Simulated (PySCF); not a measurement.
PySCF input (PBE/6-311++G(2d,2p)):

```python
import numpy as np, basis_set_exchange as bse
from pyscf import gto, scf, dft, df

basis = {'H': gto.basis.parse(bse.get_basis('6-311++G(2d,2p)', elements=['H'], fmt='nwchem'))}
mol = gto.M(
    atom='''
    H    -0.00000000   -0.00000000   -0.37201156
    H     0.00000000    0.00000000    0.37201156
    ''',
    basis=basis,
    charge=0,
    verbose=4,
    max_memory=8640,
)
mf = dft.RKS(mol, xc='pbe')
mf.grids.level = 3
mf = mf.density_fit(auxbasis=df.autoaux(mol))
mf.conv_tol = 1e-9
mf.max_cycle = 100
print('smallest overlap eigenvalue', np.linalg.eigvalsh(mol.intor('int1e_ovlp'))[0])
mf.kernel()
dip = mf.dip_moment()
```

Output:

```
PySCF version 2.14.0

[INPUT] verbose = 4
[INPUT] num. atoms = 2
[INPUT] num. electrons = 2
[INPUT] charge = 0
[INPUT] spin (= nelec alpha-beta = 2S) = 0
[INPUT] symmetry False subgroup None
[INPUT] Mole.unit = angstrom
[INPUT] Symbol           X                Y                Z      unit          X                Y                Z       unit  Magmom
[INPUT]  1 H      0.000000000000   0.000000000000  -0.372011560000 AA    0.000000000000   0.000000000000  -0.702999963572 Bohr   0.0
[INPUT]  2 H      0.000000000000   0.000000000000   0.372011560000 AA    0.000000000000   0.000000000000   0.702999963572 Bohr   0.0

nuclear repulsion = 0.711237590197466
number of shells = 12
number of NR pGTOs = 24
number of NR cGTOs = 20
basis = {'H': [[0, [33.865, 0.0254938], [5.09479, 0.190373], [1.15879, 0.852161]], [0, [0.32584, 1.0]], [0, [0.102741, 1.0]], [0, [0.036, 1.0]], [1, [1.5, 1.0]], [1, [0.375, 1.0]]]}
ecp = {}
ETB for H: l = 0, exps = 0.072 * 1.8^n , n = 0..12
ETB for H: l = 1, exps = 0.411 * 2^n , n = 0..3
ETB for H: l = 2, exps = 0.75 * 2.2^n , n = 0..2
smallest overlap eigenvalue 0.0030684930933124526

******** <class 'pyscf.df.df_jk.DFRKS'> ********
method = DFRKS
initial guess = minao
damping factor = 0
level_shift factor = 0
DIIS = <class 'pyscf.scf.diis.CDIIS'>
diis_start_cycle = 1
diis_space = 8
diis_damp = 0
SCF conv_tol = 1e-09
SCF conv_tol_grad = None
SCF max_cycles = 100
direct_scf = False
XC library pyscf.dft.libxc version 7.1.2
    S. Lehtola, C. Steigemann, M. J. T. Oliveira, and M. A. L. Marques,  SoftwareX 7, 1–5 (2018)
XC functionals = pbe
    J. P. Perdew, K. Burke, and M. Ernzerhof,  Phys. Rev. Lett. 77, 3865 (1996)
    J. P. Perdew, K. Burke, and M. Ernzerhof,  Phys. Rev. Lett. 78, 1396 (1997)
    J. P. Perdew, K. Burke, and M. Ernzerhof,  Phys. Rev. Lett. 77, 3865 (1996)
    J. P. Perdew, K. Burke, and M. Ernzerhof,  Phys. Rev. Lett. 78, 1396 (1997)
radial grids:
    Treutler-Ahlrichs [JCP 102, 346 (1995); DOI:10.1063/1.469408] (M4) radial grids

becke partition: Becke, JCP 88, 2547 (1988); DOI:10.1063/1.454033
pruning grids: <function nwchem_prune>
grids dens level: 3
symmetrized grids: False
atomic radii adjust function: <function treutler_atomic_radii_adjust>
small_rho_cutoff = 0
Set gradient conv threshold to 3.16228e-05
Initial guess from minao.
tot grids = 19616
init E= -0.962449235924708
  HOMO = -0.425815645227751  LUMO = 0.00135638615273442  gap/eV = 11.62394
cycle= 1 E= -1.16471252948272  delta_E= -0.202  |g|= 0.0581  |ddm|= 0.469
  HOMO = -0.364697237935116  LUMO = 0.0179058297922186  gap/eV = 10.41116
cycle= 2 E= -1.16594931495496  delta_E= -0.00124  |g|= 0.0204  |ddm|= 0.0587
  HOMO = -0.380911391699066  LUMO = 0.0131656192229856  gap/eV = 10.72338
cycle= 3 E= -1.16612764035751  delta_E= -0.000178  |g|= 0.00012  |ddm|= 0.0153
  HOMO = -0.380779530795653  LUMO = 0.0131965628628697  gap/eV = 10.72064
cycle= 4 E= -1.16612764756694  delta_E= -7.21e-09  |g|= 4.11e-06  |ddm|= 9.69e-05
  HOMO = -0.380783775028897  LUMO = 0.0131932361606107  gap/eV = 10.72066
cycle= 5 E= -1.16612764757389  delta_E= -6.95e-12  |g|= 2.35e-08  |ddm|= 3.18e-06
  HOMO = -0.380783753147162  LUMO = 0.0131932243110157  gap/eV = 10.72066
Extra cycle  E= -1.16612764757389  delta_E= 4.44e-16  |g|= 6.6e-09  |ddm|= 2.58e-08
converged SCF energy = -1.16612764757389
Dipole moment(X, Y, Z, Debye): -0.00000, -0.00000,  0.00000
```
